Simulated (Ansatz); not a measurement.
## One structure, 3 elements: Mg3O, Ca3O, Sr3O

Plane-wave DFT in Ansatz with scalar-relativistic PAW potentials, cutoff 420 eV, Γ-centred meshes chosen by cell and gap, Gaussian smearing with energies taken to zero width. Every cell was relaxed (cell and atoms) in a run of its own, within the symmetry of its start. Functional: PBE.

All members share space group P4/mmm and the same sites; only the element on one set of sites changes (Mg, Ca, Sr). Members needn't be the stable form of their composition. Energies over the elements, where given, are against the elements' standard states in the same functional (H₂, N₂, O₂ and halogens uncorrected, Hg as a solid). The first member:

Space group P4/mmm (No. 123). a = 4.289 Å, b = 4.289 Å, c = 3.798 Å, α = 90.00°, β = 90.00°, γ = 90.00°
```csv
atom,site,symmetry,x,y,z
Mg,2e,mmm.,0.0000,0.5000,0.5000
Mg,1c,4/mmm,0.5000,0.5000,0.0000
O,1a,4/mmm,0.0000,0.0000,0.0000
```

| compound | V (Å³/atom) | a (Å) | c (Å) | energy over elements (eV/atom) |
| --- | --- | --- | --- | --- |
| Mg3O | 17.47 | 4.289 | 3.798 | -0.108 |
| Sr3O | 35.59 | 5.573 | 4.583 | 0.060 |

Task: Predict the member with Ca.

Result: V (Å³/atom) 27.91, a (Å) 5.094, c (Å) 4.303, energy over elements (eV/atom) -0.043. Interpolating linearly in period between Mg and Sr would give 26.53 Å³/atom (5.0 % too small), with -0.024 eV/atom over the elements. Over the whole series the volume grows at each step down the group; all are metallic on the mesh; binding against the elements weakens.

Spin polarisation was left out, and a magnetic state may lie lower.